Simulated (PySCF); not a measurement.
```xyz
6

C     -0.4867     0.0001     0.0025
C      0.9662    -0.0002    -0.0050
N      2.1230    -0.0005    -0.0111
H     -0.8716    -0.6933    -0.7589
H     -0.8625    -0.3142     0.9868
H     -0.8684     1.0081    -0.2143
```

Charge 0, multiplicity 1.

### Question
Give the Mulliken and meta-Löwdin atomic charges from PySCF with PBE-D3(BJ)/def2-TZVP // PBE0-D4/def2-SVP.

### Answer

```csv
atom,Mulliken (e),meta-Löwdin (e)
C1,-0.25,-0.37
C2,-0.27,0.11
N3,0.04,-0.22
H4,0.16,0.16
H5,0.16,0.16
H6,0.16,0.16
```
